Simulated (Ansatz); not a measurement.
Geometry optimisation, Ansatz, RKS PBE0-D4/def2-SVP.

input.yaml

```yaml
crystal:
  periodic: [false, false, false]
  atoms:
    - { symbol: S, position_ang: [-1.09766, -1.24361, -0.2746] }
    - { symbol: Si, position_ang: [0.49076, 0.09697, 0.27549] }
    - { symbol: Cl, position_ang: [-0.2011, 1.98171, 0.4113] }
    - { symbol: H, position_ang: [-1.63503, -0.48121, -1.21658] }
    - { symbol: H, position_ang: [1.5115, 0.04612, -0.75904] }
    - { symbol: H, position_ang: [0.93153, -0.39997, 1.56344] }
basis:
  gaussian: { orbitals: def2-SVP }
hamiltonian:
  xc: pbe0
  dispersion: d4
relax:
  f_tol: 0.015
  max_steps: 40
```

Command:

```bash
$ ansatz run input.yaml --threads 1 --pin off --max-ram 2048MiB --backend cpu --events-out ev --progress --plain --runs-dir out
```

Where does it end, and by what steps?

The forces met the threshold. After 6 steps the energy has fallen by 0.112 eV; H4 moved furthest, 0.30 Å.

```json
{"step": "0", "energy less start (eV)": "0.0000", "largest force component (eV/Å)": "1.084", "accepted": "yes"}
{"step": "1", "energy less start (eV)": "-0.0767", "largest force component (eV/Å)": "0.629", "accepted": "yes"}
{"step": "2", "energy less start (eV)": "-0.0957", "largest force component (eV/Å)": "0.349", "accepted": "yes"}
{"step": "3", "energy less start (eV)": "-0.1062", "largest force component (eV/Å)": "0.168", "accepted": "yes"}
{"step": "4", "energy less start (eV)": "-0.1092", "largest force component (eV/Å)": "0.083", "accepted": "yes"}
{"step": "5", "energy less start (eV)": "-0.1113", "largest force component (eV/Å)": "0.027", "accepted": "yes"}
{"step": "6", "energy less start (eV)": "-0.1115", "largest force component (eV/Å)": "0.004", "accepted": "yes"}
```

```xyz
6
Properties=species:S:1:pos:R:3
S -1.235 -1.174 -0.155
Si 0.422 0.097 0.276
Cl -0.135 2.072 0.539
H -1.457 -0.651 -1.382
H 1.419 0.075 -0.827
H 0.987 -0.419 1.549
```

Whether the end is a true minimum wasn't checked by a vibrational analysis.

Time of the run: 18 s on 1 thread of Intel(R) Xeon(R) Processor @ 2.70GHz, on a shared host, peak memory 0.15 GiB.
